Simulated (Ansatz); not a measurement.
Input file:

```yaml
crystal:
  periodic: [false, false, false]
  atoms:
    - {symbol: P, position_ang: [0.000000, 0.000000, 0.000000]}
    - {symbol: H, position_ang: [0.000000, 0.000000, 1.303000]}
basis:
  gaussian: {orbitals: cc-pVTZ}
magnetization: {spin_polarized: true, initial_magnetization: 2}
hamiltonian: {xc: {name: BLYP}}
```

```sh
$ ansatz run in.yaml --threads 1 --pin off --events-out ev --progress --plain --max-ram 2816MiB --backend cpu
```

Log:

```
325 factors; their error is unknown
mean field evaluation 1: about -9302.4209 eV, gradient 9.1e0 eV
mean field evaluation 2: about -9302.7193 eV, gradient 6.6e0 eV
mean field evaluation 4: about -9303.0200 eV, gradient 3.0e-1 eV
mean field evaluation 8: about -9303.0107 eV, gradient 2.4e-3 eV
mean field -9303.01073508 eV, -341.8793387070 hartree, gradient 6.7e-6 eV, S^2 2.004655; 0 other end points of the search recorded, 0 dependent functions left out
reference -9303.01097019 eV, -341.8793473473 hartree; 9, 7 occupied and 39, 41 virtual orbitals, 325 factors
Total energy: -9303.01097019 eV, -341.8793473473 hartree
```

Ran on 1 thread of AMD EPYC 7R13, shared host: 0.36 s wall, 0.13 GiB peak host memory.
